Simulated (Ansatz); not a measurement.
**NH4+: up Jacob's ladder to CCSD(T)**

An exercise on one series of results from a longer session: the logs are not shown, and one member is left open.

The runs use Ansatz 0.2.0, Gaussian basis; functionals in def2-TZVPP, the program's frozen cores in correlated methods.

The runs, in order: LDA (SPW92), PBE-D4, revPBE-D4, BLYP-D4, r2SCAN-D4, B97M-V, PBE0-D4, B3LYP-D4, r2SCANh-D4, r2SCAN0-D4, HSE06-D4, BHLYP-D4, CAM-B3LYP-D4, LC-ωPBE, ωB97X-V, ωB97M-V, B2PLYP, PBE-QIDH; CCSD(T)/def2-SVP; CCSD(T)/def2-TZVPP; CCSD(T)/def2-QZVPP; extrapolation to the limit; RPA on PBE.

## Structure used throughout

All runs share one geometry, relaxed beforehand with PBE0-D4 in a triple-zeta def2 set.

SMILES `[NH4+]`, 5 atoms, charge 1, spin multiplicity 1.

Atoms are counted from 1 here; the program's logs count them from 0.

Bond lengths: N1–H2 1.024 Å, N1–H3 1.024 Å, N1–H4 1.024 Å, N1–H5 1.024 Å. Angles: H2–N1–H3 109.5°, H2–N1–H4 109.5°, H2–N1–H5 109.5°, H3–N1–H4 109.5°, H3–N1–H5 109.5°, H4–N1–H5 109.5°.

Coordinates:

```xyz
5
H4N
N     0.0000    0.0000    0.0000
H     0.4533   -0.4479    0.8010
H    -0.9724    0.2162    0.2352
H     0.0239   -0.6335   -0.8036
H     0.4952    0.8651   -0.2326
```

Set-up of the first run:

Input file in.yaml:

```yaml
crystal:
  periodic: [false, false, false]
  atoms:
    - {symbol: N, position_ang: [0.000014, 0.000007, -0.000002]}
    - {symbol: H, position_ang: [0.453327, -0.447856, 0.801015]}
    - {symbol: H, position_ang: [-0.972431, 0.216183, 0.235213]}
    - {symbol: H, position_ang: [0.023936, -0.633462, -0.803648]}
    - {symbol: H, position_ang: [0.495162, 0.865127, -0.232578]}
basis:
  gaussian: {orbitals: def2-TZVPP}
total_charge: 1
hamiltonian: {xc: lda}
output: {orbitals: {seedname: orbitals}}
```

On the command line:

```bash
> ansatz run in.yaml --threads 2 --pin off --events-out ev --progress --plain --max-ram 32768MiB --backend cpu
```

Steps of the session up to this table: LDA; PBE-D4 (GGA); revPBE-D4 (GGA); BLYP-D4 (GGA); r2SCAN-D4 (meta-GGA); B97M-V (meta-GGA); B3LYP-D4 (hybrid); r2SCANh-D4 (hybrid); r2SCAN0-D4 (hybrid); HSE06-D4 (hybrid); BHLYP-D4 (hybrid); CAM-B3LYP-D4 (range-separated); LC-ωPBE (range-separated); ωB97X-V (range-separated); ωB97M-V (range-separated); B2PLYP (double hybrid); PBE-QIDH (double hybrid).

One table of the session follows, with a row left open; its other results are not shown here.

It belongs to the step «Frontier levels by functional». Levels are read from the orbital files that the runs wrote:

| functional | HOMO (eV) | LUMO (eV) | gap (eV) |
| --- | --- | --- | --- |
| LDA (SPW92) | -20.99 | -6.71 | 14.28 |
| PBE-D4 | -21.01 | -6.78 | 14.23 |
| revPBE-D4 | -21.01 | -6.81 | 14.20 |
| BLYP-D4 | -20.93 | -6.94 | 13.99 |
| r2SCAN-D4 | ? | ? | ? |
| B97M-V | -21.57 | -6.49 | 15.08 |
| PBE0-D4 | -22.79 | -5.87 | 16.92 |
| B3LYP-D4 | -22.50 | -6.34 | 16.16 |
| r2SCANh-D4 | -22.09 | -5.42 | 16.67 |
| r2SCAN0-D4 | -23.06 | -5.08 | 17.97 |
| HSE06-D4 | -22.37 | -6.23 | 16.14 |
| BHLYP-D4 | -24.47 | -5.32 | 19.15 |
| CAM-B3LYP-D4 | -24.32 | -5.16 | 19.16 |
| LC-ωPBE | -25.85 | -3.74 | 22.11 |
| ωB97X-V | -25.42 | -3.92 | 21.50 |
| ωB97M-V | -25.23 | -4.47 | 20.76 |

Estimate the missing values for r2SCAN-D4.

Worked estimate for «HOMO (eV)». Against the share of exact exchange, r2SCANh-D4 (0.1, -22.09), r2SCAN0-D4 (0.25, -23.06) give a slope of -6.47 per unit share; at 0 the line stands at -21.44.

As computed: HOMO (eV): -21.44; LUMO (eV): -5.67; gap (eV): 15.77. In «HOMO (eV)» the line misses by 0.00.
